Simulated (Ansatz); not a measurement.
We consider hematite (α-Fe2O3), described by PBEsol in Ansatz (plane waves, PAW).

Numerical settings: plane-wave cutoff 520 eV, 8×8×8 k mesh, Fermi–Dirac smearing 0.01 eV, spin-polarised with opposed moments, scalar-relativistic PAW data made under PBE.

Cell (measured lattice):

```xyz
10
Lattice="2.5170 -1.4532 -4.5840 -2.5170 -1.4532 -4.5840 0.0000 2.9064 -4.5840" Properties=species:S:1:pos:R:3 pbc="T T T"
Fe     0.0000     0.0000   -11.7773
Fe     0.0000     0.0000    -4.9013
Fe     0.0000     0.0000    -1.9747
Fe     0.0000     0.0000    -8.8507
O      0.9588     1.4532    -5.7300
O     -1.7379     0.1038    -5.7300
O     -0.9588    -1.4532    -8.0220
O     -0.7791     1.5570    -8.0220
O      1.7379    -0.1038    -8.0220
O      0.7791    -1.5570    -5.7300
```
Starting moments (μB, in the order of the record's atoms Fe Fe Fe Fe O O O O O O): 5.0 -5.0 5.0 -5.0 0.0 0.0 0.0 0.0 0.0 0.0.

Task: Estimate the band gap, smallest direct gap on the k points sampled, Γ–Γ gap and magnetic moment (largest site, within a sphere) that the calculation returns.

Result: 
- band gap = 0.52 eV
- smallest direct gap on the k points sampled = 0.54 eV
- Γ–Γ gap = 1.10 eV
- magnetic moment (largest site, within a sphere) = 3.29 μB

Measured, for comparison: band gap 2.6 eV (temperature not stated, not corrected to a static lattice, photoemission and inverse photoemission; as tabulated in Parkinson (2016), arXiv:1602.06774). Computed (rounded) less measured: band gap -2.08 eV.

Note: cell and atoms aren't relaxed at this level (pressure -9.0 GPa); without U or exact exchange, gaps and moments of open d shells tend to come out too small.

Moments are spin moments.

Static lattice: no zero-point or thermal effects.

Cost on a shared machine: roughly 2.7 core-minutes.

Ansatz is a quantum-chemistry and plane-wave program.
